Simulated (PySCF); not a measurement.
Predicted microwave data (PBE0-D3(BJ)/def2-SVP geometry optimisation, gas phase in PySCF 2.14.0) for one isomer of CH5NSi:

* Rotational constants: A = 37706, B = 5263, C = 4881 MHz
* Dipole components: |μa| = 0.34 D, |μb| = 1.72 D, |μc| = 0.01 D
* Inertial defect: -5.89 u·Å²
* κ: -0.98

**Question.** Which structure is it? (One computed conformer of each.)
A. `C=N[SiH3]`
B. `[H]/N=C/[SiH3]`

**Answer.** B. It is [H]/N=C/[SiH3], a near-prolate asymmetric top. The candidates at the same level (rigid rotor, commonest isotopes):

```
        SMILES  A (MHz)  B (MHz)  C (MHz)  μa (D)  μb (D)  μc (D)  Δ (u·Å²)  point group                        rotor
     C=N[SiH3]    41599     5755     5376    0.62    1.28    0.00     -5.96           Cs  near-prolate asymmetric top
[H]/N=C/[SiH3]    37706     5263     4881    0.34    1.72    0.01     -5.89      near Cs  near-prolate asymmetric top
```

`C=N[SiH3]` has A 10 % too high. No structure here is proved a minimum.
